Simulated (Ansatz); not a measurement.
Results of PBEsol in Ansatz (PAW) for tetradymite Bi2Se3.

Rigid layers of the crystal as relaxed at this level are moved apart or together:

```
run  layer repeat (Å)  energy against free layers (meV/Å²)  gap on the mesh (eV)
---  ----------------  -----------------------------------  --------------------
1              9.2467                                -5.33                 0.000
2              9.3967                                -6.48                 0.046
3              9.5467                                -6.74                 0.128
4              9.7467                                -6.28                 0.257
5              10.047                                -4.88                 0.454
6              10.547                                -2.55                 0.656
7              11.547                                -0.45                 0.755
8              13.547                                 0.06                 0.812
```

The lowest energy of these points lies at a layer repeat of 9.55 Å.

Spin–orbit coupling is not included.

Note: the cell comes from a level without a dispersion term, which matters for the spacing of layers, chains or molecules.

Ansatz is a first-principles code.
